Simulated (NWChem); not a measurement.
Atomisation of H₄Si

SMILES: [SiH4]
```xyz
5

Si     0.0000     0.0000     0.0000
H      1.2273     0.0000    -0.8678
H     -1.2273     0.0000    -0.8678
H      0.0000     1.2273     0.8678
H      0.0000    -1.2273     0.8678
```
Charge 0, spin multiplicity 1.

The numbers come from NWChem runs, not from measurements. Structure: optimised with PBE/def2-SVP, a minimum by its harmonic frequencies.

Basis set: def2-TZVP. The atomisation energy is electronic alone: no zero-point, thermal, spin-orbit or counterpoise terms. No value is extrapolated to the basis-set limit. Free atoms are single determinants with multiplicities Si 3, H 2. Correlated methods freeze the same cores in atoms and molecule, 5 orbitals in all.

The correlated methods keep 5 core orbitals frozen. B3LYP has NWChem's definition, with VWN1-RPA local correlation. The structure started from a generated list of species. The stability of the SCF solutions was not checked. Open-shell Hartree-Fock references start from PBE0 orbitals.

Question: Order these methods by the atomisation energy they give, lowest first: HF, PBE, BLYP, B3LYP, PBE0, MP2.

Answer: HF (255.3 kcal/mol), MP2 (303.0 kcal/mol), PBE (313.6 kcal/mol), PBE0 (315.0 kcal/mol), BLYP (317.7 kcal/mol), B3LYP (323.2 kcal/mol)
